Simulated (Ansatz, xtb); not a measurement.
# A geometry optimisation of C2H2Si− with r2SCAN-D4/def2-SVPD

The starting geometry of this gas-phase doublet has its atoms placed at random.

```xyz
5

C     1.5468   -0.1959   -0.3383
C    -1.6387    0.6008    1.1049
Si   -1.0676   -0.8076    0.2662
H     0.2947   -0.1407    0.8379
H     0.5834   -0.3935   -0.6867
```

Problem. One run relaxed it with r2SCAN-D4/def2-SVPD. What is a likely outcome?

Solution. It ends as a structure given below by its coordinates. Contacts that open: Si3–H4 (1.62 → 2.52 Å). Contacts that close: C1–Si3 (2.75 → 1.76 Å), C1–H4 (1.72 → 1.10 Å).

The energy falls by 5.09 eV over 17 steps:

| step | E − E(last) (eV) |
| --- | --- |
| 1 | 5.089 |
| 3 | 3.562 |
| 5 | 2.466 |
| 6 | 1.824 |
| 8 | 0.908 |
| 10 | 0.215 |
| 12 | 0.003 |
| 13 | 0.000 |
| 15 | 0.000 |
| 17 | 0.000 |

Final geometry (Å):

```yaml
atoms:
  - { symbol: C, position_ang: [0.7095, -0.2603, -0.0382] }
  - { symbol: C, position_ang: [-2.5671, -0.0093, 1.1607] }
  - { symbol: Si, position_ang: [-0.9442, -0.0583, 0.5350] }
  - { symbol: H, position_ang: [1.5795, -0.0169, 0.5837] }
  - { symbol: H, position_ang: [0.9408, -0.5922, -1.0573] }
```

From the same start GFN2-xTB reaches the same bonding as this run.

From so rough a start the end depends on the optimiser's path, so another program may land elsewhere. No frequencies were run, so the end isn't proven a minimum. Open shells are spin-unrestricted. Run with Ansatz 0.2.0, 2.8 min on 1 thread of Arm Neoverse V2 (shared host).
